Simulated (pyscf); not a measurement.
[HN=SiH]• + H₂ → HN=SiH₂ + H•, a hydrogen abstraction (doublet surface; H–H broken, H–Si formed). Single points on ωB97X-D3(BJ)/def2-SVP structures (PySCF, gas phase). Energies in kcal/mol from the separated reactants.

Small-basis levels: PySCF, no dispersion term, spherical d functions. AM1 to PM7: differences of heats of formation from MOPAC, which are fitted to 298 K values and so differ in kind from electronic energies by zero-point and thermal terms. GFN2-xTB: tblite. Open shells are spin-unrestricted. 

| level | barrier | reaction energy |
|---|---|---|
| HF/3-21G | 35.7 | +28.3 |
| SVWN5/6-31G* | … | +26.7 |
| PBE/6-31G* | 25.3 | +26.5 |
| B3LYP/STO-3G | 40.5 | +44.9 |
| B3LYP/LANL2DZ | 33.6 | +35.5 |
| B3LYP/6-31G* | 27.9 | +28.2 |
| M06-2X/6-31G* | 27.8 | +23.7 |
| B3LYP/6-311+G** | 28.1 | +28.6 |
| PBE/def2-SVP | 22.7 | +24.5 |
| B3LYP/def2-SVP | 25.5 | +26.2 |
| GFN2-xTB | -9.7 | -12.7 |
| PM6 | … | +47.5 |
| ωB97M-D3(BJ)/def2-TZVP | … | +22.6 |

### Question
Some entries are withheld; supply them.

### Answer

- SVWN5/6-31G*, barrier: 19.8
- PM6, barrier: 37.5
- ωB97M-D3(BJ)/def2-TZVP, barrier: 26.4

Against the last row the barrier runs from -36.1 (GFN2-xTB) to +14.1 kcal/mol (B3LYP/STO-3G). At SVWN5/6-31G*, PBE/6-31G*, B3LYP/STO-3G, B3LYP/LANL2DZ, B3LYP/6-31G*, B3LYP/6-311+G**, PBE/def2-SVP, B3LYP/def2-SVP, GFN2-xTB, PM6 this geometry lies under one side, so the entry may be no barrier of that level: it is a single point on another level's saddle. ωB97M-D3(BJ)/def2-TZVP has limits of its own. The same reactants have a lower exit, to H₂N–SiH: [singlet] + H• (barrier +17.5 kcal/mol at ωB97M-D3(BJ)/def2-TZVP, against +26.4 kcal/mol here). HN=SiH₂ lies 18.2 kcal/mol over its isomer H₂N–SiH: [singlet] (electronic energy, ωB97M-D3(BJ)/def2-TZVP). This is the saddle that the search found; another between the same sides may lie lower. The angle at the transferred H is 176°.
